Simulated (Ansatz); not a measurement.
Cost and result for the atomization energy of C$_{3}$H$_{4}$S (`SC1=CC1`) (8 atoms, 8 bonds).

```xyz
8

S     0.384    0.690   -2.019
C    -0.171    0.172   -0.489
C    -1.154   -0.087    0.310
C     0.218   -0.305    0.871
H     1.693    0.578   -1.746
H    -2.210   -0.137    0.503
H     0.635    0.409    1.584
H     0.605   -1.319    0.987
```

The species carries charge 0 and has multiplicity 1. Geometry: relaxed with PBE0-D4/def2-TZVP. It is one conformer, not always the lowest. Program: Ansatz. All runs use 2 threads of an Arm Neoverse V1 on a shared host. Times are those of one run each, without the atoms' runs, and a repeat can differ threefold. Electronic energies, without spin–orbit coupling; frozen cores. CCSD(T)/CBS adds CCSD(T) − MP2 in def2-TZVPP to the MP2 limit, and its time is that of the two runs behind it. T1 = 0.011. B3LYP takes the VWN-RPA correlation (the form of Gaussian; ORCA's B3LYP/G). HSE06 is the plane-wave form, built on full-range PBE exchange.

CCSD(T)/CBS is a level of theory with its own doubt, some kJ/mol a heavy atom from the limit and from the frozen cores, so smaller differences don't rank the functionals.

```
                            level  functions  wall time
           LDA (SPW92)/def2-TZVPP        191      1.1 s
                 CCSD(T)/def2-SVP         80        2 s
               PBE0-D4/def2-TZVPP        191      2.6 s
              HSE06-D4/def2-TZVPP        191      2.8 s
B3LYP-D4/def2-TZVPP (with forces)        191      4.1 s
            r2SCANh-D4/def2-TZVPP        191      4.1 s
              PBE-QIDH/def2-TZVPP        191      4.7 s
                B2PLYP/def2-TZVPP        191      4.8 s
               ωB97X-V/def2-TZVPP        191      7.5 s
 ωB97M-V/def2-TZVPP (with forces)        191       11 s
                   MP2/def2-QZVPP        361       16 s
               CCSD(T)/def2-TZVPP        191       47 s
                CCSD(T)/CBS(def2)          –       63 s
```

Q: What atomization energy does each give, and how far from CCSD(T)/CBS? (Estimate.)

A: Ansatz gave: 
| level | atomization (kJ/mol) | difference from CCSD(T)/CBS | per bond |
| --- | --- | --- | --- |
| LDA (SPW92)/def2-TZVPP | 3644.4 | 538.3 | 67.3 |
| CCSD(T)/def2-SVP | 2962.0 | -144.1 | -18.0 |
| PBE0-D4/def2-TZVPP | 3167.3 | 61.2 | 7.6 |
| HSE06-D4/def2-TZVPP | 3170.0 | 63.9 | 8.0 |
| B3LYP-D4/def2-TZVPP (with forces) | 3115.9 | 9.8 | 1.2 |
| r2SCANh-D4/def2-TZVPP | 3118.9 | 12.8 | 1.6 |
| PBE-QIDH/def2-TZVPP | 3122.6 | 16.5 | 2.1 |
| B2PLYP/def2-TZVPP | 3084.0 | -22.1 | -2.8 |
| ωB97X-V/def2-TZVPP | 3125.6 | 19.5 | 2.4 |
| ωB97M-V/def2-TZVPP (with forces) | 3132.9 | 26.8 | 3.4 |
| MP2/def2-QZVPP | 3147.5 | 41.4 | 5.2 |
| CCSD(T)/def2-TZVPP | 3022.0 | -84.1 | -10.5 |
| CCSD(T)/CBS(def2) | 3106.1 | 0.0 | 0.0 |

From r2SCAN to r2SCAN0 (25 % exact exchange), in def2-TZVPP and without D4, the atomization energy moves by −55.4 kJ/mol: exact exchange takes away binding that semilocal exchange gives to molecules. Leaving LDA and LC-ωPBE aside and taking each functional with its dispersion term where it has one, the values, not all of them listed here, spread over 238.1 kJ/mol, from BHLYP-D4 to PBE-D4. LDA lies +419.0 kJ/mol from PBE without D4, its usual overbinding. In def2-TZVPP, CCSD(T) changes the Hartree–Fock value by +822.8 kJ/mol (the triples alone add +62.1 kJ/mol) and MP2 by +899.1 kJ/mol; breaking electron pairs costs correlation energy, which Hartree–Fock lacks.
